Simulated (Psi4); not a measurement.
# MP2.5/cc-pVTZ-DK (sfX2C, fitted SCF) run of CCl2 (dichloromethylene)

What is the vertical ionisation energy of CCl2 (dichloromethylene) at MP2.5/cc-pVTZ-DK (sfX2C, fitted SCF)? 

Program for the calculation: Psi4 1.11.

4 further runs of the same task are left out: 4 set aside as unsound or not needed.

## 1. Starting point

CCl2 has 3 atoms, charge 0, and is taken as a singlet. SMILES: `Cl[C]Cl`. The shape is that of a PBE0-D4/def2-TZVP optimisation.

Bond lengths: Cl1–C2 1.708 Å, C2–Cl3 1.708 Å. Angles: Cl1–C2–Cl3 109.5°.

## 2. A single-point energy at MP2.5/cc-pVTZ-DK (sfX2C, fitted SCF)

input.json

```json
{
  "schema_name": "qcschema_input",
  "schema_version": 1,
  "molecule": {
    "schema_name": "qcschema_molecule",
    "schema_version": 2,
    "symbols": ["Cl", "C", "Cl"],
    "geometry": [2.3370243, -0.62228681, 1.21755054, -0.43766057, -1.10567876, -0.35867002, -1.89936373, 1.72815454, -0.85888052],
    "molecular_charge": 0,
    "molecular_multiplicity": 1,
    "fix_symmetry": "c1"
  },
  "driver": "energy",
  "model": {
    "method": "mp2.5",
    "basis": "cc-pVTZ-DK"
  },
  "keywords": {
    "scf_type": "df",
    "freeze_core": true,
    "mp_type": "conv",
    "relativistic": "x2c"
  }
}
```

Command:

```
$ psi4 --qcschema input.json -n 1 --memory 1600MB
```

stdout:

```text
Psi4 1.11 release

Relativistic analytic gradients are not implemented yet, re-routing to finite differences.

   => Loading Basis Set <=

    Name: CC-PVTZ-DK
    Role: ORBITAL
    Keyword: BASIS

         ---------------------------------------------------------
                                   SCF
                              RHF Reference
                        1 Threads,   1525 MiB Core
         ---------------------------------------------------------

  ==> Geometry <==

    Molecular point group: c1
    Full point group: Cs

    Geometry (in Bohr), charge = 0, multiplicity = 1:

       Center              X                  Y                   Z               Mass
    ------------   -----------------  -----------------  -----------------  -----------------
         CL           2.478583138540    -0.936394751986     0.000000000000    34.968852682000
         C           -0.712231260869    -1.421903379531     0.000000000000    12.000000000000
         CL          -2.234172056250     1.424338714847    -0.000000000000    34.968852682000

  Running in c1 symmetry.

  Rotational constants: A =      1.69308  B =      0.12393  C =      0.11547 [cm^-1]
  Rotational constants: A =  50757.27027  B =   3715.20231  C =   3461.81326 [MHz]
  Nuclear repulsion =  118.034069041060604

  Charge       = 0
  Multiplicity = 1
  Electrons    = 40
  Nalpha       = 20
  Nbeta        = 20

  ==> Algorithm <==

  SCF Algorithm Type is DF.
  DIIS enabled.
  MOM disabled.
  Fractional occupation disabled.
  Guess Type is SAD.
  Energy threshold   = 1.00e-08
  Density threshold  = 1.00e-08
  Integral threshold = 1.00e-12

  ==> Primary Basis <==

  Basis Set: CC-PVTZ-DK
    Blend: CC-PVTZ-DK
    Number of shells: 34
    Number of basis functions: 98
    Number of Cartesian functions: 113
    Spherical Harmonics?: true
    Max angular momentum: 3

   => Loading Basis Set <=

    Name: (CC-PVTZ-DK AUX)
    Role: JKFIT
    Keyword: DF_BASIS_SCF

   => Loading Basis Set <=

    Name: (CC-PVTZ-DK AUX)
    Role: DECON
    Keyword: BASIS_RELATIVISTIC

  ==> Integral Setup <==

  DFHelper Memory: AOs need 0.027 GiB; user supplied 1.118 GiB.
  SCF_SUBTYPE=INCORE selected. In-core MEM_DF algorithm will be used.
  Using in-core AOs.

  ==> MemDFJK: Density-Fitted J/K Matrices <==

    J tasked:                   Yes
    K tasked:                   Yes
    wK tasked:                   No
    Memory [MiB]:              1144
    Algorithm:                 Core
    Schwarz Cutoff:           1E-12
    Mask sparsity (%):       0.0000
    Fitting Condition:        1E-10

   => Auxiliary Basis Set <=

  Basis Set: (CC-PVTZ-DK AUX)
    Blend: DEF2-UNIVERSAL-JKFIT
    Number of shells: 101
    Number of basis functions: 331
    Number of Cartesian functions: 399
    Spherical Harmonics?: true
    Max angular momentum: 4

 OEINTS: Using relativistic (X2C) overlap, kinetic, and potential integrals.
         ------------------------------------------------------------
         Spin-Free X2C Integrals at the One-Electron Level (SFX2C-1e)
         ------------------------------------------------------------

  ==> X2C Options <==

    Computational Basis: CC-PVTZ-DK
    X2C Basis: (CC-PVTZ-DK AUX)
    The X2C Hamiltonian will be computed in the X2C Basis

    Comparing only 98 out of 160 elements of H_Dirac

    The 1-norm of |H_X2C - H_Dirac| is: 59.936052141316

    WARNING: The X2C and Dirac Hamiltonians have substatially different eigenvalues!
             This is probably caused by the recontraction of the basis set.

  Minimum eigenvalue in the overlap matrix is 2.8148261171E-03.
  Reciprocal condition number of the overlap matrix is 6.5358004426E-04.
    Using symmetric orthogonalization.

  ==> Pre-Iterations <==

  SCF Guess: Superposition of Atomic Densities via on-the-fly atomic UHF (no occupation information).

   -------------------------
    Irrep   Nso     Nmo
   -------------------------
     A         98      98
   -------------------------
    Total      98      98
   -------------------------

  ==> Iterations <==

                           Total Energy        Delta E     RMS |[F,P]|

   @DF-RHF iter SAD:  -959.30483263619192   -9.59305e+02   0.00000e+00
   @DF-RHF iter   1:  -959.60732980551177   -3.02497e-01   2.31857e-03 ADIIS/DIIS
   @DF-RHF iter   2:  -959.63103132491517   -2.37015e-02   1.06741e-03 ADIIS/DIIS
   @DF-RHF iter   3:  -959.63751096838917   -6.47964e-03   3.90231e-04 ADIIS/DIIS
   @DF-RHF iter   4:  -959.63896997638051   -1.45901e-03   1.17615e-04 ADIIS/DIIS
   @DF-RHF iter   5:  -959.63927327009731   -3.03294e-04   4.20713e-05 DIIS
   @DF-RHF iter   6:  -959.63931191720474   -3.86471e-05   1.47072e-05 DIIS
   @DF-RHF iter   7:  -959.63931722801067   -5.31081e-06   3.31262e-06 DIIS
   @DF-RHF iter   8:  -959.63931745344212   -2.25431e-07   8.58120e-07 DIIS
   @DF-RHF iter   9:  -959.63931746656203   -1.31199e-08   2.90958e-07 DIIS
   @DF-RHF iter  10:  -959.63931746831827   -1.75623e-09   5.89612e-08 DIIS
   @DF-RHF iter  11:  -959.63931746837636   -5.80940e-11   9.46286e-09 DIIS
  Energy and wave function converged.

  ==> Post-Iterations <==

    Orbital Energies [Eh]
    ---------------------

    Doubly Occupied:

       1A   -105.256561     2A   -105.256555     3A    -11.410628
       4A    -10.674360     5A    -10.674346     6A     -8.075559
       7A     -8.075552     8A     -8.074100     9A     -8.074093
      10A     -8.073495    11A     -8.073488    12A     -1.234712
      13A     -1.135856    14A     -0.808421    15A     -0.618037
      16A     -0.584220    17A     -0.556553    18A     -0.485374
      19A     -0.468808    20A     -0.398237

    Virtual:

      21A      0.034270    22A      0.160774    23A      0.207709
      24A      0.376278    25A      0.381240    26A      0.429360
      27A      0.438318    28A      0.448563    29A      0.456804
      30A      0.481946    31A      0.508226    32A      0.508439
      33A      0.523580    34A      0.550006    35A      0.577034
      36A      0.580550    37A      0.647357    38A      0.685895
      39A      0.695481    40A      0.725293    41A      0.812434
      42A      0.893643    43A      0.909055    44A      1.089380
      45A      1.140073    46A      1.189165    47A      1.205530
      48A      1.256710    49A      1.338521    50A      1.392030
      51A      2.103170    52A      2.138750    53A      2.151041
      54A      2.155730    55A      2.174961    56A      2.192529
      57A      2.207083    58A      2.237818    59A      2.239861
      60A      2.246432    61A      2.273175    62A      2.283504
      63A      2.295426    64A      2.355143    65A      2.363607
      66A      2.367862    67A      2.369728    68A      2.395718
      69A      2.398426    70A      2.405811    71A      2.442883
      72A      2.531875    73A      2.541624    74A      2.542694
      75A      2.561049    76A      2.612451    77A      2.643183
      78A      2.652138    79A      2.656458    80A      2.756934
      81A      2.883498    82A      3.060417    83A      3.141128
      84A      3.161836    85A      3.336158    86A      3.368157
      87A      3.413008    88A      3.473641    89A      3.635768
      90A      3.686238    91A      3.734040    92A      3.837117
      93A      3.930571    94A      4.033670    95A      4.325888
      96A      4.758515    97A      5.678860    98A      7.166915

    Final Occupation by Irrep:
              A
    DOCC [    20 ]
    NA   [    20 ]
    NB   [    20 ]

  @DF-RHF Final Energy:  -959.63931746837636

   => Energetics <=

    Nuclear Repulsion Energy =            118.0340690410606044
    One-Electron Energy =               -1559.3288646309133583
    Two-Electron Energy =                 481.6554781214764489
    Total Energy =                       -959.6393174683763618

Computation Completed

Properties will be evaluated at   0.000000,   0.000000,   0.000000 [a0]

Properties computed using the SCF density matrix

 Multipole Moments:

 ------------------------------------------------------------------------------------
     Multipole            Electronic (a.u.)      Nuclear  (a.u.)        Total (a.u.)
 ------------------------------------------------------------------------------------

 L = 1.  Multiply by 2.5417464519 to convert [e a0] to [Debye]
 Dipole X            :          0.2930115           -0.1183992            0.1746123
 Dipole Y            :          0.5847960           -0.2363729            0.3484231
 Dipole Z            :         -0.0000000            0.0000000           -0.0000000
 Magnitude           :                                                    0.3897282

 ------------------------------------------------------------------------------------

	total time  =          2 seconds =       0.03 minutes
   => Loading Basis Set <=

    Name: (CC-PVTZ-DK AUX)
    Role: DECON
    Keyword: BASIS_RELATIVISTIC

 MINTS: Wrapper to libmints.

   Calculation information:
      Number of threads:                 1
      Number of atoms:                   3
      Number of AO shells:              34
      Number of SO shells:              34
      Number of primitives:            146
      Number of atomic orbitals:       113
      Number of basis functions:        98

      Number of irreps:                  1
      Integral cutoff                 1.00e-12
      Number of functions per irrep: [  98 ]

 OEINTS: Overlap, kinetic, potential, dipole, and quadrupole integrals
         stored in file 35.

      Computing two-electron integrals...done
      Computed 5785831 non-zero two-electron integrals.
        Stored in file 33.

  Module OCC Options:
  ----------------------------------------------------------------------------
  ACTIVE                        => (empty)
  BASIS_RELATIVISTIC            => (empty)
  BENCH                         => (empty)
  CACHELEVEL                    => (empty)
  CCL_ENERGY                    => (empty)
  CC_MAXITER                    => (empty)
  CC_TYPE                       => (empty)
  CEPA_OS_SCALE                 => (empty)
  CEPA_SOS_SCALE                => (empty)
  CEPA_SS_SCALE                 => (empty)
  CEPA_TYPE                     => (empty)
  CI_TYPE                       => (empty)
  CUBEPROP_BASIS_FUNCTIONS      => (empty)
  CUBEPROP_FILEPATH             => (empty)
  CUBEPROP_ISOCONTOUR_THRESHOLD => (empty)
  CUBEPROP_ORBITALS             => (empty)
  CUBEPROP_TASKS                => (empty)
  CUBIC_BASIS_TOLERANCE         => (empty)
  CUBIC_BLOCK_MAX_POINTS        => (empty)
  CUBIC_GRID_OVERAGE            => (empty)
  CUBIC_GRID_SPACING            => (empty)
  CUTOFF                        => (empty)
  DDX                           => (empty)
  DEBUG                         => (empty)
  DERTYPE                       => (empty)
  DF_BASIS_CC                   => (empty)
  DIE_IF_NOT_CONVERGED          => (empty)
  DIIS_MAX_VECS                 => (empty)
  DIIS_MIN_VECS                 => (empty)
  DKH_ORDER                     => (empty)
  DOCC                          => (empty)
  DO_DIIS                       => (empty)
  DO_LEVEL_SHIFT                => (empty)
  DO_SCS                        => (empty)
  DO_SOS                        => (empty)
  E3_SCALE                      => (empty)
  EA_POLES                      => (empty)
  EKT_EA                        => (empty)
  EKT_IP                        => (empty)
  EP_EA_POLES                   => (empty)
  EP_IP_POLES                   => (empty)
  EP_MAXITER                    => (empty)
  EXTERNAL_POTENTIAL_SYMMETRY   => (empty)
  E_CONVERGENCE                 => 1e-06           !
  FREEZE_CORE                   => 1               !
  FREEZE_CORE_POLICY            => (empty)
  FROZEN_DOCC                   => (empty)
  FROZEN_UOCC                   => (empty)
  INTEGRAL_PACKAGE              => (empty)
  IP_POLES                      => (empty)
  LEVEL_SHIFT                   => (empty)
  LITERAL_CFOUR                 => (empty)
  LS_THC_BASIS_TOLERANCE        => (empty)
  LS_THC_DF                     => (empty)
  LS_THC_PRUNING_SCHEME         => (empty)
  LS_THC_RADIAL_POINTS          => (empty)
  LS_THC_SPHERICAL_POINTS       => (empty)
  LS_THC_S_EPSILON              => (empty)
  LS_THC_WEIGHTS_TOLERANCE      => (empty)
  MAT_NUM_COLUMN_PRINT          => (empty)
  MAX_MOGRAD_CONVERGENCE        => (empty)
  MAX_RADIAL_MOMENT             => (empty)
  MBIS_D_CONVERGENCE            => (empty)
  MBIS_MAXITER                  => (empty)
  MBIS_PRUNING_SCHEME           => (empty)
  MBIS_RADIAL_POINTS            => (empty)
  MBIS_SPHERICAL_POINTS         => (empty)
  MOGRAD_DAMPING                => (empty)
  MOLDEN_WITH_VIRTUAL           => (empty)
  MO_MAXITER                    => (empty)
  MO_READ                       => (empty)
  MO_STEP_MAX                   => (empty)
  MO_WRITE                      => (empty)
  MP2_OS_SCALE                  => (empty)
  MP2_SOS_SCALE                 => (empty)
  MP2_SOS_SCALE2                => (empty)
  MP2_SS_SCALE                  => (empty)
  MP2_TYPE                      => (empty)
  MP_TYPE                       => CONV            !
  NAT_ORBS                      => (empty)
  NUM_FROZEN_DOCC               => (empty)
  NUM_FROZEN_UOCC               => (empty)
  NUM_GPUS                      => (empty)
  OCC_ORBS_PRINT                => (empty)
  OEPROP                        => (empty)
  OPT_METHOD                    => (empty)
  ORBITAL_OPTIMIZER_PACKAGE     => (empty)
  ORB_OPT                       => FALSE           !
  ORB_RESP_SOLVER               => (empty)
  ORTH_TYPE                     => (empty)
  OS_SCALE                      => (empty)
  PARENT_SYMMETRY               => (empty)
  PCG_BETA_TYPE                 => (empty)
  PCG_CONVERGENCE               => (empty)
  PCG_MAXITER                   => (empty)
  PCM                           => (empty)
  PE                            => (empty)
  PRINT                         => (empty)
  PRINT_NOONS                   => (empty)
  PROPERTIES                    => (empty)
  PROPERTIES_ORIGIN             => (empty)
  PUREAM                        => (empty)
  QC_MODULE                     => (empty)
  RAS1                          => (empty)
  RAS2                          => (empty)
  RAS3                          => (empty)
  RAS4                          => (empty)
  RELATIVISTIC                  => X2C             !
  RELAXED                       => (empty)
  REMP_A                        => (empty)
  RESTRICTED_DOCC               => (empty)
  RESTRICTED_UOCC               => (empty)
  RMS_MOGRAD_CONVERGENCE        => (empty)
  R_CONVERGENCE                 => (empty)
  SCF_TYPE                      => DF              !
  SCREENING                     => (empty)
  SCS_TYPE                      => (empty)
  SOCC                          => (empty)
  SOS_TYPE                      => (empty)
  SPIN_SCALE_TYPE               => NONE            !
  SS_SCALE                      => (empty)
  SYMMETRIZE                    => (empty)
  TPDM_ABCD_TYPE                => (empty)
  WFN                           => (empty)
  WFN_TYPE                      => OMP2.5          !
  WRITER_FILE_LABEL             => (empty)
  ZORA_BASIS_TOLERANCE          => (empty)
  ZORA_NR_DEBUG                 => (empty)
  ZORA_PRUNING_SCHEME           => (empty)
  ZORA_RADIAL_POINTS            => (empty)
  ZORA_SPHERICAL_POINTS         => (empty)

 ==============================================================================
 ==============================================================================
 ==============================================================================

                             MP2.5

 ==============================================================================
 ==============================================================================
 ==============================================================================

	MO spaces per irreps...

	IRREP   FC    OCC   VIR  FV
	==============================
	   A    11     9    78    0
	==============================

	Computing MP2 energy using SCF MOs (Canonical MP2)...
	==============================================================================
	Nuclear Repulsion Energy (a.u.)    :   118.03406904106060
	SCF Energy (a.u.)                  :  -959.63931746837636
	REF Energy (a.u.)                  :  -959.63931746837636
	Alpha-Alpha Contribution (a.u.)    :    -0.06523920499664
	Alpha-Beta Contribution (a.u.)     :    -0.38514354405822
	Beta-Beta Contribution (a.u.)      :    -0.06523920499664
	Scaled_SS Correlation Energy (a.u.):    -0.04349280333109
	Scaled_OS Correlation Energy (a.u.):    -0.46217225286986
	SCS-MP2 Total Energy (a.u.)        :  -960.14498252457724
	SOS-MP2 Total Energy (a.u.)        :  -960.14000407565209
	SCSN-MP2 Total Energy (a.u.)       :  -959.86895946996458
	SCS-MP2-VDW Total Energy (a.u.)    :  -960.19754040976761
	SOS-PI-MP2 Total Energy (a.u.)     :  -960.17851843005792
	MP2 Correlation Energy (a.u.)      :    -0.51562195405149
	MP2 Total Energy (a.u.)            :  -960.15493942242790
	==============================================================================

	Computing MP2.5 energy using SCF MOs (Canonical MP2.5)...
	==============================================================================
	Nuclear Repulsion Energy (a.u.)    :   118.03406904106060
	SCF Energy (a.u.)                  :  -959.63931746837636
	REF Energy (a.u.)                  :  -959.63931746837636
	Alpha-Alpha Contribution (a.u.)    :    -0.06406849551265
	Alpha-Beta Contribution (a.u.)     :    -0.40448271040889
	Beta-Beta Contribution (a.u.)      :    -0.06406849551265
	0.5 Energy Correction (a.u.)       :    -0.01699774738267
	MP2.5 Correlation Energy (a.u.)    :    -0.53261970143419
	MP2.5 Total Energy (a.u.)          :  -960.17193716981058
	==============================================================================

	total time  =          4 seconds =       0.07 minutes

    Psi4 run time: 0:00:12.28
```

The result, in JSON:

```text
{
 "driver": "energy",
 "model": {
  "method": "mp2.5",
  "basis": "cc-pVTZ-DK"
 },
 "success": true,
 "return_result": -960.1719371698106,
 "properties": {
  "calcinfo_nbasis": 98,
  "calcinfo_nmo": 98,
  "calcinfo_nalpha": 20,
  "calcinfo_nbeta": 20,
  "calcinfo_natom": 3,
  "nuclear_repulsion_energy": 118.0340690410606,
  "return_energy": -960.1719371698106,
  "scf_one_electron_energy": -1559.3288646309134,
  "scf_two_electron_energy": 481.65547812147645,
  "scf_dipole_moment": [0.1746122842534451, 0.3484230700666311, -3.4235267326169796e-14],
  "scf_total_energy": -959.6393174683764,
  "scf_iterations": 11,
  "mp2_same_spin_correlation_energy": -0.1304784099932731,
  "mp2_opposite_spin_correlation_energy": -0.38514354405821977,
  "mp2_singles_energy": 0.0,
  "mp2_doubles_energy": -0.5156219540514928,
  "mp2_correlation_energy": -0.5156219540515394,
  "mp2_total_energy": -960.1549394224279
 }
}
```

Run time: 14 s. Hardware: 1 thread of Intel Xeon Platinum 8375C at 2.90GHz (Ice Lake), shared host; peak memory 0.76 GiB.

(Part 1 of 2 ends here.)
